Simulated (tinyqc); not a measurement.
RKS/LDA (PW92) in the sto-6g basis, for BH, spin multiplicity 1, step by step (part 1 of 2). Computed by tinyqc, a small Python program that keeps every step (integrals from PySCF). Settings: charge = 0, multiplicity = 1, basis = sto-6g, energy threshold = 1e-10, iteration cap = 67, orthogonalisation = symmetric, start = random, DIIS depth = 3, shift = 0.2, method = RKS, functional = lda,pw, grid = [40, 14]. Command: `OMP_NUM_THREADS=1 python tinyqc.py 25131 25132 out.jsonl` (the two numbers bound the seeds that draw the settings). One thread of a shared host (Intel(R) Xeon(R) Processor @ 2.60GHz), about 2 s of CPU time with the checks. Later iterations appear only in the table of the cycle.

## One-electron integrals

Geometry (angstrom):
```
atom         x         y         z
B     0.000000  0.000000  0.000000
H     0.000000  0.000000  2.204000
```

Basis sto-6g: exponents (1/bohr^2) and contraction coefficients of normalised primitives:
```
element  l (shell)    exponent  coefficient
B            s (1)  506.011147     0.009164
B            s (1)   92.776814     0.049362
B            s (1)   25.955658     0.168538
B            s (1)    8.916445     0.370563
B            s (1)    3.462507     0.416492
B            s (1)    1.426054     0.130334
B            s (2)   23.194575    -0.013253
B            s (2)    4.590810    -0.046992
B            s (2)    1.426819    -0.033785
B            s (2)    0.548948     0.250242
B            s (2)    0.238410     0.595117
B            s (2)    0.109280     0.240706
B            p (3)   23.194575     0.003760
B            p (3)    4.590810     0.037679
B            p (3)    1.426819     0.173897
B            p (3)    0.548948     0.418036
B            p (3)    0.238410     0.425859
B            p (3)    0.109280     0.101708
H            s (1)   35.523221     0.009164
H            s (1)    6.513144     0.049361
H            s (1)    1.822143     0.168538
H            s (1)    0.625955     0.370563
H            s (1)    0.243077     0.416492
H            s (1)    0.100112     0.130334
```

Overlap, kinetic and nuclear-attraction integrals over the contracted functions; the nuclear repulsion is the sum of Za Zb / Rab.

nuclear repulsion = 1.20049277 hartree

overlap S:
```
           1B 1s     1B 2s    1B 2px    1B 2py    1B 2pz     2H 1s
1B 1s   1.000000  0.264891  0.000000  0.000000  0.000000  0.006748
1B 2s   0.264891  1.000000  0.000000  0.000000  0.000000  0.120565
1B 2px  0.000000  0.000000  1.000000  0.000000  0.000000  0.000000
1B 2py  0.000000  0.000000  0.000000  1.000000  0.000000  0.000000
1B 2pz  0.000000  0.000000  0.000000  0.000000  1.000000  0.154620
2H 1s   0.006748  0.120565  0.000000  0.000000  0.154620  1.000000
```

kinetic energy T (hartree):
```
            1B 1s      1B 2s    1B 2px    1B 2py    1B 2pz      2H 1s
1B 1s   10.947243  -0.333880  0.000000  0.000000  0.000000  -0.003131
1B 2s   -0.333880   0.374498  0.000000  0.000000  0.000000  -0.011923
1B 2px   0.000000   0.000000  1.125026  0.000000  0.000000   0.000000
1B 2py   0.000000   0.000000  0.000000  1.125026  0.000000   0.000000
1B 2pz   0.000000   0.000000  0.000000  0.000000  1.125026   0.001517
2H 1s   -0.003131  -0.011923  0.000000  0.000000  0.001517   0.768522
```

nuclear attraction V (hartree):
```
             1B 1s      1B 2s     1B 2px     1B 2py     1B 2pz      2H 1s
1B 1s   -23.631819  -2.807789   0.000000   0.000000  -0.005695  -0.077569
1B 2s    -2.807789  -3.990127   0.000000   0.000000  -0.055265  -0.323863
1B 2px    0.000000   0.000000  -3.980853   0.000000   0.000000   0.000000
1B 2py    0.000000   0.000000   0.000000  -3.980853   0.000000   0.000000
1B 2pz   -0.005695  -0.055265   0.000000   0.000000  -4.008168  -0.389571
2H 1s    -0.077569  -0.323863   0.000000   0.000000  -0.389571  -2.439811
```

core Hamiltonian H = T + V (hartree):
```
             1B 1s      1B 2s     1B 2px     1B 2py     1B 2pz      2H 1s
1B 1s   -12.684576  -3.141669   0.000000   0.000000  -0.005695  -0.080700
1B 2s    -3.141669  -3.615629   0.000000   0.000000  -0.055265  -0.335785
1B 2px    0.000000   0.000000  -2.855826   0.000000   0.000000   0.000000
1B 2py    0.000000   0.000000   0.000000  -2.855826   0.000000   0.000000
1B 2pz   -0.005695  -0.055265   0.000000   0.000000  -2.883141  -0.388054
2H 1s    -0.080700  -0.335785   0.000000   0.000000  -0.388054  -1.671289
```

## Two-electron integrals

Functions are numbered as in S; the eight-fold symmetry (ij|kl) = (ji|kl) = (kl|ij) leaves the list below.

Two-electron integrals (ij|kl) in chemists' order, unique and non-zero (hartree):
```
(11|11) 2.924993   (21|11) 0.480756   (21|21) 0.099484   (22|11) 0.743449
(22|21) 0.188967   (22|22) 0.544922   (31|31) 0.021096   (32|31) 0.030854
(32|32) 0.120443   (33|11) 0.743450   (33|21) 0.188967   (33|22) 0.544922
(33|33) 0.587109   (41|41) 0.021096   (42|41) 0.030854   (42|42) 0.120443
(43|43) 0.031641   (44|11) 0.743450   (44|21) 0.188967   (44|22) 0.544922
(44|33) 0.523827   (44|44) 0.587109   (51|51) 0.021096   (52|51) 0.030854
(52|52) 0.120443   (53|53) 0.031641   (54|54) 0.031641   (55|11) 0.743450
(55|21) 0.188967   (55|22) 0.544922   (55|33) 0.523827   (55|44) 0.523827
(55|55) 0.587109   (61|11) 0.012463   (61|21) 0.002511   (61|22) 0.004771
(61|33) 0.004746   (61|44) 0.004746   (61|51) 0.000200   (61|52) 0.000392
(61|55) 0.004821   (61|61) 0.000066   (62|11) 0.051561   (62|21) 0.013466
(62|22) 0.045683   (62|33) 0.044307   (62|44) 0.044307   (62|51) 0.001477
(62|52) 0.010355   (62|55) 0.048437   (62|61) 0.000366   (62|62) 0.007038
(63|31) 0.001032   (63|32) 0.005412   (63|53) 0.001669   (63|63) 0.000533
(64|41) 0.001032   (64|42) 0.005412   (64|54) 0.001669   (64|64) 0.000533
(65|11) 0.058452   (65|21) 0.015405   (65|22) 0.054420   (65|33) 0.051964
(65|44) 0.051964   (65|51) 0.002401   (65|52) 0.016130   (65|55) 0.059330
(65|61) 0.000430   (65|62) 0.009628   (65|65) 0.013469   (66|11) 0.240044
(66|21) 0.063580   (66|22) 0.239273   (66|33) 0.230717   (66|44) 0.230717
(66|51) 0.005677   (66|52) 0.054151   (66|55) 0.256385   (66|61) 0.001716
(66|62) 0.055815   (66|65) 0.081181   (66|66) 0.774999
```

## Orthogonalisation

S = U s U^T; symmetric (Loewdin) form X = U s^(-1/2) U^T, so that X^T S X = 1.

eigenvalues of S: 0.703047  0.860402  1.000000  1.000000  1.133555  1.302996

X:
```
            1B 1s      1B 2s    1B 2px    1B 2py     1B 2pz      2H 1s
1B 1s    1.027931  -0.139625  0.000000  0.000000  -0.001261   0.009380
1B 2s   -0.139625   1.033829  0.000000  0.000000   0.007494  -0.063957
1B 2px   0.000000   0.000000  1.000000  0.000000   0.000000   0.000000
1B 2py   0.000000   0.000000  0.000000  1.000000   0.000000   0.000000
1B 2pz  -0.001261   0.007494  0.000000  0.000000   1.009229  -0.079251
2H 1s    0.009380  -0.063957  0.000000  0.000000  -0.079251   1.015017
```

## Starting guess

The start is random orthonormal orbitals; D = 2 C_occ C_occ^T.

D at the start:
```
            1B 1s      1B 2s     1B 2px     1B 2py     1B 2pz      2H 1s
1B 1s    0.806201  -1.192341  -0.128547   0.168788   0.042934   0.274881
1B 2s   -1.192341   1.830071  -0.130293  -0.180283   0.085392  -0.424652
1B 2px  -0.128547  -0.130293   1.579179  -0.227555  -0.734040  -0.090156
1B 2py   0.168788  -0.180283  -0.227555   1.077345   0.081093  -0.935793
1B 2pz   0.042934   0.085392  -0.734040   0.081093   0.342009   0.057399
2H 1s    0.274881  -0.424652  -0.090156  -0.935793   0.057399   1.077812
```

## Iteration 1: exchange-correlation on the grid

Becke grid with 40 radial and 14 angular points per atom, points of zero weight dropped. rho = sum D_ij phi_i phi_j; V_xc,ij = sum w v_xc phi_i phi_j; v_xc is d(rho eps)/d rho.

The 8 grid points with the largest w rho, of 1102 (bohr, atomic units):
```
x                  y          z         w       rho     eps_xc       v_xc
0.941853   -0.941853  -0.941853  0.599324  0.108812  -0.406466  -0.531339
-0.941853   0.941853   0.941853  0.598387  0.108418  -0.406013  -0.530742
-0.810929   0.810929   0.810929  0.399323  0.158681  -0.456518  -0.597309
0.810929   -0.810929  -0.810929  0.399526  0.157264  -0.455256  -0.595645
-0.941853  -0.941853   0.941853  0.598387  0.104858  -0.401871  -0.525286
1.087197   -1.087197  -1.087197  0.885177  0.068674  -0.352985  -0.460932
-0.810929  -0.810929   0.810929  0.399323  0.151295  -0.449857  -0.588526
-1.087197   1.087197   1.087197  0.881311  0.067607  -0.351299  -0.458714
```

electrons on the grid, sum of w rho = 5.998711

E_xc = sum of w rho eps_xc = -2.50049456 hartree

V_xc (hartree):
```
            1B 1s      1B 2s     1B 2px     1B 2py     1B 2pz      2H 1s
1B 1s   -1.254973  -0.196753   0.006556  -0.001385  -0.003202  -0.005277
1B 2s   -0.196753  -0.458698   0.010605   0.011275  -0.006741  -0.040440
1B 2px   0.006556   0.010605  -0.480651   0.009336   0.029308   0.001571
1B 2py  -0.001385   0.011275   0.009336  -0.463653   0.000392   0.000823
1B 2pz  -0.003202  -0.006741   0.029308   0.000392  -0.431768  -0.050537
2H 1s   -0.005277  -0.040440   0.001571   0.000823  -0.050537  -0.418871
```

## Iteration 1: building the Kohn-Sham matrix

J_ij = sum D_kl (ij|kl); F = H + J + V_xc; E = tr D H + tr D J / 2 + E_xc + E_nn.

Coulomb J (hartree):
```
            1B 1s      1B 2s     1B 2px     1B 2py     1B 2pz      2H 1s
1B 1s    5.029999   1.123032  -0.013650  -0.005935   0.012331   0.028757
1B 2s    1.123032   3.007919  -0.040294  -0.043141   0.074857   0.284709
1B 2px  -0.013650  -0.040294   3.036251  -0.014400  -0.046752  -0.004222
1B 2py  -0.005935  -0.043141  -0.014400   3.004494   0.002008  -0.002329
1B 2pz   0.012331   0.074857  -0.046752   0.002008   2.983005   0.352380
2H 1s    0.028757   0.284709  -0.004222  -0.002329   0.352380   1.988280
```

Kohn-Sham matrix F (hartree):
```
            1B 1s      1B 2s     1B 2px     1B 2py     1B 2pz      2H 1s
1B 1s   -8.909550  -2.215390  -0.007093  -0.007320   0.003434  -0.057220
1B 2s   -2.215390  -1.066408  -0.029689  -0.031867   0.012851  -0.091517
1B 2px  -0.007093  -0.029689  -0.300227  -0.005064  -0.017444  -0.002651
1B 2py  -0.007320  -0.031867  -0.005064  -0.314986   0.002400  -0.001506
1B 2pz   0.003434   0.012851  -0.017444   0.002400  -0.331904  -0.086211
2H 1s   -0.057220  -0.091517  -0.002651  -0.001506  -0.086211  -0.101880
```

total energy of this density = -11.83232411 hartree

## Iteration 1: diagonalisation and new density

A level shift of 0.2 hartree raises the virtual space: F + shift (S - S D(s) S), with D(s) the density of one spin (D/2). Diagonalise F' = X^T F X, C = X C', fill 3 alpha and 3 beta electrons from the bottom; D = 2 C_occ C_occ^T. Each column has its largest component positive (the first on a tie).

F' = X^T F X (hartree):
```
           1          2          3          4          5          6
1  -8.650745  -0.879863   0.011341  -0.017475  -0.007010  -0.010573
2  -0.879863  -0.607599  -0.014683  -0.010516   0.011412  -0.021724
3   0.011341  -0.014683  -0.258145   0.017692   0.056245   0.015983
4  -0.017475  -0.010516   0.017692  -0.222720   0.001451   0.093852
5  -0.007010   0.011412   0.056245   0.001451  -0.160170  -0.072780
6  -0.010573  -0.021724   0.015983   0.093852  -0.072780   0.011844
```

orbital energies (hartree): MO1 -8.745944, MO2 -0.514734, MO3 -0.289694, MO4 -0.262063, MO5 -0.141792, MO6 0.066691

coefficients C:
```
              MO1        MO2        MO3        MO4        MO5        MO6
1B 1s    1.006975  -0.248081   0.018551  -0.004271   0.001668   0.017833
1B 2s   -0.027777   1.037040  -0.068099   0.019770  -0.012788  -0.105017
1B 2px  -0.001154   0.067055   0.869271  -0.156345   0.463962   0.012858
1B 2py   0.002157   0.016265  -0.001739   0.907325   0.298468   0.295644
1B 2pz   0.000131  -0.033926  -0.453545  -0.149541   0.814353  -0.363995
2H 1s    0.003869  -0.032445  -0.122950  -0.339818   0.094250   0.948776
```

D after iteration 1:
```
            1B 1s      1B 2s     1B 2px     1B 2py     1B 2pz      2H 1s
1B 1s    2.151774  -0.573007  -0.003342  -0.003790   0.000269   0.019329
1B 2s   -0.573007   2.161723   0.020748   0.033853  -0.008600  -0.050762
1B 2px  -0.003342   0.020748   1.520261  -0.000847  -0.793057  -0.218114
1B 2py  -0.003790   0.033853  -0.000847   0.000544   0.000474  -0.000611
1B 2pz   0.000269  -0.008600  -0.793057   0.000474   0.413708   0.113729
2H 1s    0.019329  -0.050762  -0.218114  -0.000611   0.113729   0.032369
```

## Iteration 2: exchange-correlation on the grid

As before.

The 8 grid points with the largest w rho, of 1102 (bohr, atomic units):
```
x                  y          z         w       rho     eps_xc       v_xc
1.631337    0.000000   0.000000  0.532725  0.108301  -0.405878  -0.530564
-1.631337   0.000000   0.000000  0.532725  0.106580  -0.403886  -0.527940
1.404571    0.000000   0.000000  0.355133  0.157970  -0.455885  -0.596475
0.941853    0.941853  -0.941853  0.599324  0.092675  -0.386922  -0.505599
-1.404571   0.000000   0.000000  0.355133  0.155391  -0.453577  -0.593432
-0.941853   0.941853   0.941853  0.598387  0.091728  -0.385705  -0.503997
0.941853   -0.941853  -0.941853  0.599324  0.090592  -0.384233  -0.502059
0.810929    0.810929  -0.810929  0.399526  0.135009  -0.434348  -0.568080
```

electrons on the grid, sum of w rho = 5.996761

E_xc = sum of w rho eps_xc = -4.25184920 hartree

V_xc (hartree):
```
            1B 1s      1B 2s     1B 2px     1B 2py     1B 2pz      2H 1s
1B 1s   -1.811463  -0.262870  -0.000150  -0.000521   0.000026  -0.007022
1B 2s   -0.262870  -0.460278  -0.000615  -0.002765   0.000302  -0.031844
1B 2px  -0.000150  -0.000615  -0.493040   0.000036   0.032582   0.001519
1B 2py  -0.000521  -0.002765   0.000036  -0.433062  -0.000009  -0.000106
1B 2pz   0.000026   0.000302   0.032582  -0.000009  -0.454742  -0.036448
2H 1s   -0.007022  -0.031844   0.001519  -0.000106  -0.036448  -0.169413
```

## Iteration 2: building the Kohn-Sham matrix

As before.

Coulomb J (hartree):
```
           1B 1s     1B 2s     1B 2px     1B 2py     1B 2pz      2H 1s
1B 1s   8.804630  1.698813   0.000689   0.001928   0.000068   0.043579
1B 2s   1.698813  3.630976   0.002431   0.007914   0.002331   0.284809
1B 2px  0.000689  0.002431   3.685676  -0.000054  -0.050914  -0.002662
1B 2py  0.001928  0.007914  -0.000054   3.589506   0.000028   0.000360
1B 2pz  0.000068  0.002331  -0.050914   0.000028   3.617741   0.333789
2H 1s   0.043579  0.284809  -0.002662   0.000360   0.333789   1.454864
```

Kohn-Sham matrix F (hartree):
```
            1B 1s      1B 2s     1B 2px     1B 2py     1B 2pz      2H 1s
1B 1s   -5.691409  -1.705727   0.000539   0.001407  -0.005601  -0.044143
1B 2s   -1.705727  -0.444931   0.001816   0.005149  -0.052632  -0.082820
1B 2px   0.000539   0.001816   0.336809  -0.000018  -0.018332  -0.001143
1B 2py   0.001407   0.005149  -0.000018   0.300617   0.000019   0.000253
1B 2pz  -0.005601  -0.052632  -0.018332   0.000019   0.279857  -0.090713
2H 1s   -0.044143  -0.082820  -0.001143   0.000253  -0.090713  -0.385837
```

total energy of this density = -24.14367845 hartree

## Iteration 2: DIIS over 2 matrices

error matrix X^T (FDS - SDF) X:
```
           1          2          3          4          5          6
1   0.000000   0.003544  -0.008465  -0.037676   0.009443  -0.079414
2  -0.003544   0.000000   0.043116  -0.023768   0.067508   0.114101
3   0.008465  -0.043116   0.000000   0.000016  -0.035014  -0.265598
4   0.037676   0.023768  -0.000016   0.000000   0.001465   0.003005
5  -0.009443  -0.067508   0.035014  -0.001465   0.000000   0.130605
6   0.079414  -0.114101   0.265598  -0.003005  -0.130605   0.000000
```

B (overlaps of the stored error matrices):
```
               1              2
1  7.8068157e+01  2.7184608e-01
2  2.7184608e-01  2.3347358e-01
```

Minimise |sum c_i e_i|^2 with sum c_i = 1: solve [B -1; -1 0][c; lambda] = [0; -1] with B_ij = tr e_i^T e_j, and take F = sum c_i F_i.

DIIS coefficients: -0.000493  1.000493

extrapolated F (hartree):
```
            1B 1s      1B 2s     1B 2px     1B 2py     1B 2pz      2H 1s
1B 1s   -5.689821  -1.705475   0.000543   0.001412  -0.005606  -0.044137
1B 2s   -1.705475  -0.444624   0.001831   0.005168  -0.052665  -0.082816
1B 2px   0.000543   0.001831   0.337123  -0.000015  -0.018332  -0.001142
1B 2py   0.001412   0.005168  -0.000015   0.300921   0.000018   0.000254
1B 2pz  -0.005606  -0.052665  -0.018332   0.000018   0.280159  -0.090716
2H 1s   -0.044137  -0.082816  -0.001142   0.000254  -0.090716  -0.385977
```

## Iteration 2: diagonalisation and new density

As before.

F' = X^T F X (hartree):
```
           1          2         3          4          5          6
1  -5.531882  -0.963168  0.000368   0.000654  -0.002367   0.018286
2  -0.963168  -0.085510  0.000884   0.001835  -0.041087  -0.055826
3   0.000368   0.000884  0.385097   0.000069   0.062367   0.027921
4   0.000654   0.001835  0.000069   0.500866   0.000001  -0.000210
5  -0.002367  -0.041087  0.062367   0.000001   0.453837  -0.097127
6   0.018286  -0.055826  0.027921  -0.000210  -0.097127  -0.177583
```

orbital energies (hartree): MO1 -5.697223, MO2 -0.208604, MO3 0.091410, MO4 0.358152, MO5 0.500210, MO6 0.500880

coefficients C:
```
              MO1        MO2        MO3        MO4        MO5        MO6
1B 1s    0.989480  -0.057283  -0.305688  -0.009996   0.017888  -0.002908
1B 2s    0.037376   0.165048   1.029235   0.031140  -0.058390   0.010123
1B 2px  -0.000092  -0.062294   0.009104   0.889232   0.450980  -0.043818
1B 2py  -0.000154  -0.000228  -0.004152  -0.000738   0.098199   0.995158
1B 2pz   0.001645   0.086832   0.071280  -0.452523   0.894254  -0.088260
2H 1s   -0.003243   0.948974  -0.295632   0.155599  -0.168231   0.015699
```

D after iteration 2:
```
            1B 1s      1B 2s     1B 2px     1B 2py     1B 2pz      2H 1s
1B 1s    2.151596  -0.574194   0.001388   0.002260  -0.050271   0.065605
1B 2s   -0.574194   2.175926  -0.001829  -0.008635   0.175513  -0.295539
1B 2px   0.001388  -0.001829   0.007927  -0.000047  -0.009521  -0.123614
1B 2py   0.002260  -0.008635  -0.000047   0.000035  -0.000632   0.002023
1B 2pz  -0.050271   0.175513  -0.009521  -0.000632   0.025247   0.122647
2H 1s    0.065605  -0.295539  -0.123614   0.002023   0.122647   1.975919
```

## Iteration 30 (converged): orbitals

converged F (hartree):
```
            1B 1s      1B 2s     1B 2px     1B 2py     1B 2pz      2H 1s
1B 1s   -6.275956  -1.844671   0.000000   0.000000  -0.004548  -0.047576
1B 2s   -1.844671  -0.763389   0.000001   0.000000  -0.011487  -0.079178
1B 2px   0.000000   0.000001  -0.017969   0.000000   0.000000   0.000000
1B 2py   0.000000   0.000000   0.000000  -0.017969   0.000000   0.000000
1B 2pz  -0.004548  -0.011487   0.000000   0.000000  -0.002160  -0.074449
2H 1s   -0.047576  -0.079178   0.000000   0.000000  -0.074449  -0.042108
```

Diagonalise F' = X^T F X, C = X C', fill 3 alpha and 3 beta electrons from the bottom; D = 2 C_occ C_occ^T. Each column has its largest component positive (the first on a tie).

F' = X^T F X (hartree):
```
           1          2          3          4          5          6
1  -6.117511  -0.983635   0.000000   0.000000  -0.006383   0.017981
2  -0.983635  -0.396361   0.000001   0.000000  -0.003414  -0.049616
3   0.000000   0.000001  -0.017969   0.000000   0.000000   0.000000
4   0.000000   0.000000   0.000000  -0.017969   0.000000   0.000000
5  -0.006383  -0.003414   0.000000   0.000000   0.009349  -0.073212
6   0.017981  -0.049616   0.000000   0.000000  -0.073212  -0.023615
```

orbital energies (hartree): MO1 -6.281925, MO2 -0.245730, MO3 -0.071629, MO4 -0.017969, MO5 -0.017969, MO6 0.071146

coefficients C:
```
              MO1        MO2        MO3       MO4        MO5        MO6
1B 1s    0.990839  -0.293631   0.081105  0.000000  -0.000001  -0.040816
1B 2s    0.032794   0.989985  -0.295112  0.000001   0.000004   0.155588
1B 2px   0.000000  -0.000002   0.000006  0.146858   0.989158  -0.000001
1B 2py   0.000000   0.000000   0.000000  0.989158  -0.146858   0.000000
1B 2pz   0.001194   0.069205   0.593491  0.000000  -0.000002   0.817226
2H 1s   -0.002913   0.187086   0.698250  0.000000  -0.000004  -0.719831
```

D after iteration 30:
```
            1B 1s      1B 2s     1B 2px    1B 2py     1B 2pz      2H 1s
1B 1s    2.149120  -0.564263   0.000002  0.000000   0.057994  -0.002378
1B 2s   -0.564263   2.136474  -0.000008  0.000000  -0.213190  -0.041890
1B 2px   0.000002  -0.000008   0.000000  0.000000   0.000006   0.000007
1B 2py   0.000000   0.000000   0.000000  0.000000   0.000000   0.000000
1B 2pz   0.057994  -0.213190   0.000006  0.000000   0.714045   0.854698
2H 1s   -0.002378  -0.041890   0.000007  0.000000   0.854698   1.045125
```

Within a degenerate level the vectors are fixed only up to a rotation; this is one choice.
